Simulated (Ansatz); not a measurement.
Na3H3, relaxed as a singlet with RKS PBE0-D4/def2-TZVP in Ansatz, starting from the GFN1-xTB geometry. Force threshold 0.02 eV/Å.

The structure comes from a short search, and lower isomers may exist.

Start:

```tsv
atom	x (Å)	y (Å)	z (Å)
Na1	0.958	-0.257	-1.499
Na2	0.463	-0.844	1.512
Na3	-1.417	1.102	-0.017
H4	1.644	-1.276	0.017
H5	-1.117	0.289	1.731
H6	-0.532	0.986	-1.744
```

Task: Estimate the energy that the relaxation releases and the steps that it takes.

Result: 0.22 eV, in 4 steps; 3.3 s on 4 threads of Arm Neoverse V2 on a shared host. No frequencies were taken in this run, so the end may be a saddle point.

Task: Does the start keep its bonding and symmetry?

Result: By distances, no bond broke or formed. The bond that changes most is Na3–H6, from 1.94 to 2.06 Å (atoms count from 1). Point group D3h at the start, D3h at the end, both within 0.05 Å; within 0.015 Å the end is C2v.

Task: Predict the relaxed structure.

Result: 
Cartesian coordinates in Å:
```
Na 1.052 -0.272 -1.638
Na 0.500 -0.933 1.655
Na -1.553 1.204 -0.018
H 1.688 -1.310 0.019
H -1.139 0.302 1.783
H -0.549 1.008 -1.801
```
Bond lengths (bridged metal pairs left out): 6 × H–Na 2.06 Å.
